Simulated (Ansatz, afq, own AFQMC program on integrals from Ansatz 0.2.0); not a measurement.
# Where AFQMC and coupled cluster stand for H2O, singlet

```xyz
3

O     0.0000   -0.0594   -0.0077
H     0.0000    0.4182   -0.6308
H     0.0000    0.5243    0.7538
```

Basis 6-31G. Noble-gas cores (and the filled d shells of Ga–Kr and In–Xe) are frozen. AFQMC by an in-house program on the Cholesky factors that Ansatz 0.2.0 writes for its CCSD(T) run. The CISD trial takes its coefficients from CCSD amplitudes. Released means that phaseless walkers are propagated on without the constraint, phases kept. Uncertainties: one standard error, sampling alone.

Determinant: RHF, the one that the program's search chose, which needn't be the lowest solution. The geometry is a point of a scan.

Full CI on the same integrals is exact in this basis and with this determinant's frozen core.

```
T1 diagnostic                               : 0.0056
weight of the determinant in the CISD state : 0.962
size of the correlated space                : 8 electrons in 12 orbitals
```

Reference: full CI, correlation energy -3.471 eV. The released energy is read at 2.40 1/Eh (meV from the phaseless value at times in 1/Eh: -4 ± 4 at 0.24, -8 ± 3 at 0.51, -1 ± 3 at 0.99, -4 ± 3 at 1.62, -4 ± 3 at 2.40).

```json
{"level": "HF", "E − E(reference) (kJ/mol)": "334.9", "share of correlation (%)": "0.00"}
{"level": "MP2", "E − E(reference) (kJ/mol)": "20.7", "share of correlation (%)": "93.82"}
{"level": "CCSD", "E − E(reference) (kJ/mol)": "3.2", "share of correlation (%)": "99.05"}
{"level": "CCSD(T)", "E − E(reference) (kJ/mol)": "1.1", "share of correlation (%)": "99.67"}
{"level": "CCSDT", "E − E(reference) (kJ/mol)": "0.9", "share of correlation (%)": "99.73"}
{"level": "CCSDT(Q)", "E − E(reference) (kJ/mol)": "0.0", "share of correlation (%)": "100.01"}
{"level": "CCSDTQ", "E − E(reference) (kJ/mol)": "0.0", "share of correlation (%)": "100.00"}
{"level": "ph-AFQMC/HF", "E − E(reference) (kJ/mol)": "4.6 ± 2.3", "share of correlation (%)": "98.62"}
{"level": "ph-AFQMC/CISD", "E − E(reference) (kJ/mol)": "0.5 ± 0.4", "share of correlation (%)": "99.85"}
{"level": "released AFQMC", "E − E(reference) (kJ/mol)": "0.1 ± 0.3", "share of correlation (%)": "99.97"}
```

CCSDT and higher add their correlation energy to the determinant of the CCSD(T) run, since their own runs factorise the integrals more tightly (a shift of under 2 meV). A walk keeps the symmetry of its determinant, which the program's search chose and which needn't be the lowest solution, so a lower state of the same spin and another symmetry isn't excluded. Released energies are given only where the last usable release times agree within the noise; a slower fall can still hide under it.
